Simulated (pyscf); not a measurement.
This saddle point was located with ωB97X-D3(BJ)/def2-SVP in PySCF.

```xyz
8

N     -0.9336    -0.0973     0.2183
N      0.3281    -0.3526    -0.4021
H     -0.8231     0.6171     0.9853
H     -1.6891     0.0295    -0.4650
H      0.6671     0.5539    -0.7350
H      0.8689    -0.5385     0.4900
H     -1.0472    -0.8908     0.8967
H      0.2326    -0.3685     2.1164
```

Surface: singlet, charge 0. Lowest wavenumbers (cm⁻¹): 859i, 215, 557, 988, 1039.

What reaction is this the transition state of?

H₂N–NH₂ + hydrogen (H₂) ⇌ H₂N–NH₂ + hydrogen (H₂), a four-centre exchange read from left to right: H–N, H–H broken and H–N, H–H formed. At ωB97M-D3(BJ)/def2-TZVP it lies +2.54 eV from the left side and +2.54 eV from the right (each side as separated species at their lowest minima found). One saddle was located; it need not be the lowest between these sides.
